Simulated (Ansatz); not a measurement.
Input and command of a calculation in Ansatz (plane waves; scalar-relativistic PAW potentials unless the input names others):

```yaml
crystal:
  lattice:
    - [0.0, 4.3009895954, 4.3009895954]
    - [4.3009895954, 0.0, 4.3009895954]
    - [4.3009895954, 4.3009895954, 0.0]
  atoms:
    - { symbol: Cs, position: [0.0, 0.0, 0.0] }
    - { symbol: Ag, position: [0.25, 0.25, 0.25] }
basis:
  ecutwfc: 420
kpoints:
  mp_grid: { grid: [6, 6, 6] }
hamiltonian:
  xc: pbe
  hubbard: { sites: [{ species: Ag, l: d, u_eff: 4.0 }], double_counting: fll }
scf:
  occupations: { method: cold, width: 0.15 }
output:
  forces: true
  eigenvalues: true
  stress: true
```

```bash
ansatz run input.yaml --threads 1 --pin off --max-ram 2560MiB --backend cpu --events-out ev --progress --plain --runs-dir out
```

Abridged log:
```
Cs: projections on atomic orbitals take those of the free atom [Kr 4d10] 5s2 5p6 6s1, of charge +0.00 (hamiltonian.pseudopotentials.projection_atoms); the dataset's partial waves leave at most 8.5e-6 of an orbital's norm unspanned inside its sphere
Ag: projections on atomic orbitals take those of the free atom [Ar 3d10] 4s2 4p6 4d10 5s1, of charge +0.00 (hamiltonian.pseudopotentials.projection_atoms); the dataset's partial waves leave at most 1.2e-5 of an orbital's norm unspanned inside its sphere
Pseudopotentials: kind: paw
Pseudopotential: Cs, paw, valence charge 9, recommended cutoff 420 eV (normal)
Pseudopotential: Ag, paw, valence charge 19, recommended cutoff 420 eV (normal)
Functional definition: PBE
Crystal: 2 atoms, lattice volume = 159.124 Å³
Basis set: ecut = 420 eV, 3119 PW (Γ), exchange–correlation on 90×90×90 points (8 copies of the dense FFT grid, shifted against one another)
Bands: 18, of which v1, the nominal top of the filled ones, is band 14 counted from 1 (13 counted from 0)
Symmetry: 24 space group operations
Space group: F-43m (ITA 216), of the structure as read, at distance tolerance 5.4e-5 Å
k-points: 16 of 216 (time reversal used)
Initial density: superposition of atomic densities (chi_scale 0.1, normalization cell, long waves kept (reshape's long-wave potential 0.00 eV rms))
Initial wavefunctions: pseudopotential atomic-orbital guess
Functional: x = pbe(κ = 0.804, μ = 0.21951497), c = pbe(β = 0.06672455)
SCF iter   1: F=—  HF=-13261.895910 eV  |F-HF|=—  |Δ(HF+E_count)|=         —  Δρ=4.16e-2  dr2=3.67e0  ethr=3.10e-3  ⟨swp⟩=6.1  Hψ=1453  notcnv=0
SCF iter   2: F=—  HF=-13261.295151 eV  |F-HF|=—  |Δ(HF+E_count)|=   6.01e-1  S|Δr|=   4.08e-8  Δρ=2.85e-2  dr2=1.27e0  ethr=3.10e-3  ⟨swp⟩=3.9  Hψ=841  notcnv=0
SCF iter   3: F=—  HF=-13260.909981 eV  |F-HF|=—  |Δ(HF+E_count)|=   3.85e-1  S|Δr|=    0.00e0  Δρ=4.91e-3  dr2=3.82e-2  ethr=3.10e-3  ⟨swp⟩=2.3  Hψ=582  notcnv=0
SCF iter   4: F=—  HF=-13260.922917 eV  |F-HF|=—  |Δ(HF+E_count)|=   1.29e-2  S|Δr|=    0.00e0  Δρ=1.40e-3  dr2=4.46e-3  ethr=1.36e-4  ⟨swp⟩=2.6  Hψ=641  notcnv=0
SCF iter   5: F=—  HF=-13260.922835 eV  |F-HF|=—  |Δ(HF+E_count)|=   8.17e-5  S|Δr|=    0.00e0  Δρ=1.08e-4  dr2=2.15e-5  ethr=1.59e-5  ⟨swp⟩=2.0  Hψ=384  notcnv=0
SCF iter   6: F=—  HF=-13260.922916 eV  |F-HF|=—  |Δ(HF+E_count)|=   8.06e-5  S|Δr|=    0.00e0  Δρ=2.84e-5  dr2=1.07e-6  ethr=7.68e-8  ⟨swp⟩=2.3  Hψ=500  notcnv=0
SCF iter   7: F=—  HF=-13260.922917 eV  |F-HF|=—  |Δ(HF+E_count)|=   1.78e-6  S|Δr|=    0.00e0  Δρ=1.14e-5  dr2=2.92e-7  ethr=3.57e-10  ⟨swp⟩=9.4  Hψ=1686  notcnv=0
SCF iter   8: F=-13260.922917 eV  HF=-13260.922917 eV  |F-HF|=6.31e-9  |Δ(HF+E_count)|=   7.46e-8  S|Δr|=    0.00e0  Δρ=2.11e-6  dr2=9.13e-9  ethr=3.57e-10  ⟨swp⟩=5.4  Hψ=1223  notcnv=0
SCF 1 converged in 8 iterations: F = -13260.922917 eV  dr2 = 9.13e-9
SCF converged after 8 iterations
Stability not checked: this state was not tested for a lower state beside it, because cold or Methfessel-Paxton smearing, or corrected tetrahedra, fill the levels in a way that the test cannot read (fill_not_monotonic; see scf.lower_state_search)
Free energy (F): -13260.922917 eV
Harris-Foulkes:  -13260.922917 eV  (|F-HF|=6.31e-9)
Internal energy: -13260.922917 eV  (E = F + TS)
E sigma→0 (E₀):  -13260.922917 eV
Fermi energy:    2.434896 eV
Step filling:    the computed levels leave a gap of 1.8049 eV = 12.0 smearing widths at the electron count; against every level under it full and every level over it empty, smearing changes F+E_penalty+E_count by -1.67e-18 meV and its σ→0 estimate by -3.03e-16 meV
--- Forces (eV/Å), atoms counted from 1 ---
  atom   1  Cs     0.00000000     0.00000000     0.00000000
  atom   2  Ag     0.00000000     0.00000000     0.00000000
--- Stress (GPa, compression-positive) ---
        0.036941       0.000000       0.000000
        0.000000       0.036941       0.000000
        0.000000       0.000000       0.036941
  P = ⅓ Tr σ = 0.0369 GPa (0.369 kbar)
Occupation matrices written to <dir>
```

Apart from outputs, empty bands and the relaxation, which only the reference makes, the input differs from a reference run on usual settings in hamiltonian.hubbard: not typed → {"sites": [{"species": "Ag", "l": "d", "u_eff": 4.0}], "double_counting": "fll"}; scf.occupations.method: "gaussian" → "cold"; scf.occupations.width: 0.02 → 0.15. The reference, at the same geometry, ended its own course with pressure 0.00 GPa, largest force 0.000 eV/Å, gap on the mesh 1.83 eV. This run converged in 8 SCF iterations with an energy at zero smearing 15.65 meV/atom above the reference's (the Hamiltonian itself differs), pressure 0.04 GPa, largest force 0.000 eV/Å, gap on the mesh 1.80 eV.

It took 4.9 s on 1 thread of Arm Neoverse V2, with other jobs on the host, peak memory 0.38 GiB.